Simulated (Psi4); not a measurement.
# AlNH3Cl (SMILES [NH2][AlH][Cl]) at UMP2/6-31++G(d,p) (DKH2, Cholesky decomposition, density fitting for correlation, Cartesian functions)

Aim: the energy change on altering one bond length of AlNH3Cl at UMP2/6-31++G** (DKH2, Cholesky decomposition, density fitting for correlation, Cartesian functions), from 2 runs. 

The calculation is run with Psi4 1.11.

7 further runs of the same task are left out: 7 set aside as unsound or not needed.

## 1. The structure to begin with

The species is AlNH3Cl (6 atoms), meant as a singlet with charge 0. SMILES: `[NH2][AlH][Cl]`. Geometry: relaxed at PBE0-D4/def2-TZVP.

Bond lengths: N1–Al2 1.756 Å, Al2–Cl3 2.098 Å, N1–H4 1.007 Å, N1–H5 1.007 Å, Al2–H6 1.570 Å. Angles: N1–Al2–Cl3 117.5°, N1–Al2–H6 121.9°, Cl3–Al2–H6 120.6°, Al2–N1–H4 124.3°, Al2–N1–H5 125.0°, H4–N1–H5 110.7°.

## 2. The energy at UMP2/6-31++G(d,p) (DKH2, Cholesky decomposition, density fitting for correlation, Cartesian functions)

input.in reads:

```
memory 1600 mb

molecule system {
  0 1
  N     -0.631100     0.250900    -0.718800
  Al     0.477600    -0.073800     0.603600
  Cl     1.413500    -1.951500     0.645600
  H     -1.134300     1.115000    -0.838800
  H     -0.852600    -0.395100    -1.458900
  H      0.769000     0.990400     1.721000
  units angstrom
}

set reference uhf
set scf_type cd
set freeze_core true
set mp2_type df
set relativistic dkh
set dkh_order 2

E, wfn = energy("mp2/6-31++G**", return_wfn=True)
```

Started as:

```sh
$ psi4 -i input.in -o input.out -n 1
```

input.out:

```text
[...]
  Running in c1 symmetry.
[...]
  Nuclear repulsion =  128.961912815538909
[...]
  Multiplicity = 1
[...]
  Nalpha       = 20
  Nbeta        = 20
[...]
    Number of basis functions: 83
[...]
   @UHF iter   1:  -759.19376820061484   -7.40998e-01   6.55551e-03 ADIIS/DIIS
[...]
   @UHF iter  11:  -759.33147898338052   -6.36646e-12   4.63089e-09 DIIS
[...]
   @S^2 Observed:               -1.421085472E-14
[...]
    Orbital Energies [Eh]
    ---------------------
    Alpha Occupied:
       1A   -105.183032     2A    -58.628846     3A    -15.562917
       4A    -10.608770     5A     -8.020952     6A     -8.019189
       7A     -8.018997     8A     -4.936898     9A     -3.234907
      10A     -3.233640    11A     -3.232249    12A     -1.127054
      13A     -1.076987    14A     -0.656853    15A     -0.618952
      16A     -0.527643    17A     -0.479751    18A     -0.465938
      19A     -0.446964    20A     -0.414020
    Alpha Virtual:
      21A      0.042239    22A      0.053002    23A      0.063174
      24A      0.071829    25A      0.087877    26A      0.095513
[...]
  @UHF Final Energy:  -759.33147898338052
   => Energetics <=
    Nuclear Repulsion Energy =            128.9619128155389092
    One-Electron Energy =               -1307.5976658454519566
    Two-Electron Energy =                 419.3042740465324982
    Total Energy =                       -759.3314789833805207
  UHF NO Occupations:
  HONO-2 :   18  A 2.0000000
  HONO-1 :   19  A 2.0000000
[...]
 Multipole Moments:
 ------------------------------------------------------------------------------------
     Multipole            Electronic (a.u.)      Nuclear  (a.u.)        Total (a.u.)
 ------------------------------------------------------------------------------------
 L = 1.  Multiply by 2.5417464519 to convert [e a0] to [Debye]
 Dipole X            :          2.9327779           -3.5163349           -0.5835569
 Dipole Y            :         -3.5546373            4.2530646            0.6984273
 Dipole Z            :          1.6923720           -2.0346911           -0.3423190
 Magnitude           :                                                    0.9723794
[...]
```

It took 2.2 s on 1 thread of Intel Xeon 6975P-C (Granite Rapids), shared host; peak memory 0.22 GiB.

## 3. The distorted shape

alclh3n.sdf reads:

```

     RDKit          3D

  6  4  0  0  0  0  0  0  0  0999 V2000
   -0.9225   -0.8133   -1.8362 N   0  0  0  0  0  0  0  0  0  0  0  0
    0.1862   -1.1380   -0.5138 Al  0  0  0  0  0  3  0  0  0  0  0  0
    1.1221   -3.0157   -0.4718 Cl  0  0  0  0  0  0  0  0  0  0  0  0
   -1.4257    0.0508   -1.9562 H   0  0  0  0  0  0  0  0  0  0  0  0
   -1.1440   -1.4593   -2.5763 H   0  0  0  0  0  0  0  0  0  0  0  0
    0.7690    0.9904    1.7210 H   0  0  0  0  0 15  0  0  0  0  0  0
  2  1  2  0
  3  2  1  0
  4  1  1  0
  5  1  1  0
M  CHG  3   1   1   2  -2   6   1
M  END
$$$$
```

run_ase.py reads:

```python
import numpy as np
from ase.calculators.psi4 import Psi4
from ase.io import read

mol = read('alclh3n.sdf')
calc = Psi4(atoms=mol, method='mp2', basis='6-31++G**', memory='1600MB', num_threads=1, charge=0, multiplicity=1, label='psi4-calc', reference='uhf')
calc.psi4.set_options({'scf_type': 'cd', 'freeze_core': True, 'mp2_type': 'df', 'guess_mix': True, 'relativistic': 'dkh', 'dkh_order': 2})
mol.calc = calc

print(f'energy: {mol.get_potential_energy():.6f} eV')
```

Started as:

```sh
$ python run_ase.py
```

psi4-calc.dat:

```text
[...]
  Running in c1 symmetry.
[...]
  Nuclear repulsion =  125.420385862108247
[...]
  Multiplicity = 1
[...]
  Nalpha       = 20
  Nbeta        = 20
[...]
    Number of basis functions: 83
[...]
   @UHF iter   1:  -759.03432285686949   -7.52261e-01   6.54194e-03 ADIIS/DIIS
[...]
   @UHF iter  15:  -759.22565430271732   -7.50333e-12   8.13976e-09 DIIS
[...]
   @S^2 Observed:                8.847068756E-01
[...]
    Orbital Energies [Eh]
    ---------------------
    Alpha Occupied:
       1A   -105.183214     2A    -58.644634     3A    -15.563707
       4A    -10.608902     5A     -8.020287     6A     -8.019592
       7A     -8.018803     8A     -4.946751     9A     -3.246320
      10A     -3.246070    11A     -3.240311    12A     -1.126360
      13A     -1.073338    14A     -0.656919    15A     -0.602309
      16A     -0.514598    17A     -0.490942    18A     -0.465300
      19A     -0.458464    20A     -0.415982
    Alpha Virtual:
      21A      0.020103    22A      0.056352    23A      0.057848
      24A      0.068568    25A      0.085374    26A      0.098959
[...]
  @UHF Final Energy:  -759.22565430271732
   => Energetics <=
    Nuclear Repulsion Energy =            125.4203858621082475
    One-Electron Energy =               -1300.2670437486040100
    Two-Electron Energy =                 415.6210035837783607
    Total Energy =                       -759.2256543027173166
  UHF NO Occupations:
  HONO-2 :   18  A 1.9994842
  HONO-1 :   19  A 1.9994783
[...]
 Multipole Moments:
 ------------------------------------------------------------------------------------
     Multipole            Electronic (a.u.)      Nuclear  (a.u.)        Total (a.u.)
 ------------------------------------------------------------------------------------
 L = 1.  Multiply by 2.5417464519 to convert [e a0] to [Debye]
 Dipole X            :          2.6613735           -3.2467508           -0.5853773
 Dipole Y            :         -4.5028041            5.2375923            0.7347882
 Dipole Z            :          0.6807481           -1.0009463           -0.3201982
 Magnitude           :                                                    0.9925256
[...]
```

Standard output:

```text
energy: -20669.116744 eV
```

Run time: 2.3 s. Hardware: 1 thread of Intel Xeon 6975P-C (Granite Rapids), shared host; peak memory 0.23 GiB.

## 4. What came out

At UMP2/6-31++G** (DKH2, Cholesky decomposition, density fitting for correlation, Cartesian functions), 11 core orbitals frozen:

| quantity | value |
| --- | --- |
| first shape: total energy | -759.69950 Eh |
| first shape: HOMO energy (Hartree–Fock orbitals) | -11.27 eV |
| first shape: LUMO energy (Hartree–Fock orbitals) | 1.15 eV |
| first shape: HOMO–LUMO gap (Hartree–Fock orbitals) | 12.42 eV |
| first shape: correlation energy (11 core orbitals frozen) | -368.0 mEh |
| distorted shape: total energy | -759.57604 Eh |
| distorted shape: HOMO energy (Hartree–Fock orbitals) | -8.92 eV |
| distorted shape: LUMO energy (Hartree–Fock orbitals) | 0.55 eV |
| distorted shape: HOMO–LUMO gap (Hartree–Fock orbitals) | 9.47 eV |
| distorted shape: correlation energy (11 core orbitals frozen) | -350.4 mEh |
| distorted shape: ⟨S²⟩ of the reference determinant | 0.885 |
| energy change with the Al2–H6 bond stretched from 1.570 to 3.141 Å | 3.360 eV |

With the Al2–H6 bond stretched from 1.570 to 3.141 Å the energy rises by 3.36 eV (77 kcal/mol). The first shape isn't relaxed at this level, so the change isn't measured from a minimum. ⟨S²⟩ (distorted shape) is 0.88 where a pure singlet has 0.00: the reference is spin-contaminated.
